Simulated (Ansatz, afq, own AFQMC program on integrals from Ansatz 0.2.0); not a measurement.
# CH3N2, doublet in cc-pVDZ, levels against CCSDT(Q)

```csv
atom,x (Å),y (Å),z (Å)
N,-1.8583,-0.0132,-0.0206
H,-2.1556,0.9546,-0.0206
H,-2.1556,-0.4155,0.8596
H,-0.8459,-0.0132,-0.0206
N,1.7358,-0.0132,-0.0206
C,0.5757,-0.0132,-0.0206
```

Connectivity, by distances: NH3 ··· N–C.

Basis cc-pVDZ. Noble-gas cores (and the filled d shells of Ga–Kr and In–Xe) are frozen. Integrals, coupled cluster, full CI and functionals: Ansatz 0.2.0; the random walks run on the same integrals in our own AFQMC program. The CISD trial takes its coefficients from CCSD amplitudes. Released means that phaseless walkers are propagated on without the constraint, phases kept. Uncertainties: one standard error, sampling alone.

Determinant: ROHF, the one that the program's search chose, which needn't be the lowest solution. The geometry is a point of a scan.

No full CI on the walks' own integrals is used here; CCSDT(Q) serves as the reference and is uncertain by about the last step of the cluster series.

Cautions: higher spins were not checked; a spin-contaminated unrestricted determinant lies lower (UHF 512 meV lower, ⟨S²⟩ 1.07); the ph-AFQMC/CISD walk drifts between its halves (2.5 errors).

The T1 diagnostic is 0.0351. The weight of the determinant in the CISD state is 0.806 and the size of the correlated space is 17 electrons in 54 orbitals.

Reference: CCSDT(Q), correlation energy -14.105 eV. The released energy is read at 1.50 1/Eh (meV from the phaseless value at times in 1/Eh: -28 ± 13 at 0.24, -42 ± 7 at 0.51, -59 ± 10 at 0.99, -58 ± 12 at 1.50).

```tsv
level	E − E(reference) (kcal/mol)	share of correlation (%)
HF	325.27	0.00
MP2	26.37	91.89
CCSD	13.89	95.73
CCSD(T)	1.80	99.45
CCSDT	1.32	99.59
ph-AFQMC/CISD	1.39 ± 0.22	99.57
released AFQMC	0.05 ± 0.29	99.99
```

A walk keeps the symmetry of its determinant, which the program's search chose and which needn't be the lowest solution, so a lower state of the same spin and another symmetry isn't excluded. Released energies are given only where the last usable release times agree within the noise; a slower fall can still hide under it.
